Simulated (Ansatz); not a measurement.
Results of r²SCAN+rVV10 in Ansatz (plane waves, PAW) for litharge SnO.

Rigid layers of the crystal as relaxed at this level are moved apart or together:

```tsv
run	k mesh	layer repeat (Å)	energy against free layers (meV/Å²)	gap on the mesh (eV)
1	10×10×8	4.54	-29.33	0.000
2	10×10×8	4.69	-30.97	0.000
3	10×10×8	4.84	-31.00	0.125
4	10×10×8	5.04	-29.55	0.464
5	10×10×6	5.34	-25.90	0.991
6	10×10×6	5.84	-19.37	1.803
7	10×10×6	6.84	-9.64	2.744
8	10×10×4	8.84	-2.05	3.273
```

The lowest energy of these points lies at a layer repeat of 4.84 Å.

Spin–orbit coupling is not included.

Ansatz is a first-principles code.
